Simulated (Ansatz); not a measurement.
Correlation energies of C₅H₁₀S (`C=CCSCC`) by basis set

```
atom   x (Å)   y (Å)   z (Å)
  C1  -1.424   1.170  -1.280
  C2  -0.106   1.320  -1.282
  C3   0.863   0.194  -1.274
  S4   1.826   0.137   0.264
  C5   0.525  -0.173   1.476
  C6  -0.078  -1.562   1.412
  H7  -2.093   2.022  -1.264
  H8  -1.880   0.185  -1.305
  H9   0.326   2.317  -1.245
 H10   1.622   0.318  -2.052
 H11   0.366  -0.763  -1.446
 H12   1.012  -0.006   2.439
 H13  -0.243   0.597   1.364
 H14  -0.819  -1.693   2.206
 H15  -0.586  -1.735   0.460
 H16   0.690  -2.328   1.527
```

Total charge 0; spin multiplicity 1. The geometry is a stationary point of PBE0-D4/def2-TZVP. It is one conformer, not always the lowest. Frozen core, restricted reference, the Gaussian-basis code of Ansatz. CBS rows extrapolate triple and quadruple zeta; past MP2 they add the triple-zeta difference.

```
     basis     HF (Eh)  MP2 corr.  CCSD corr.       (T)  CCSD(T) total
  def2-SVP  -592.39835          ?           ?  -0.03033              ?
def2-TZVPP           ?   -1.03051           ?  -0.04861              ?
def2-QZVPP  -592.77412   -1.10000           –         –              –
 CBS(def2)  -592.77693   -1.15148    -1.21500     as TZ     -594.04054
```

Task: Fill in the withheld values. (Best estimate.)

Result: Computed: def2-SVP MP2 corr.: -0.83307; def2-SVP CCSD corr.: -0.90804; def2-SVP CCSD(T) total: -593.33672; def2-TZVPP HF (Eh): -592.75370; def2-TZVPP CCSD corr.: -1.09403; def2-TZVPP CCSD(T) total: -593.89634.
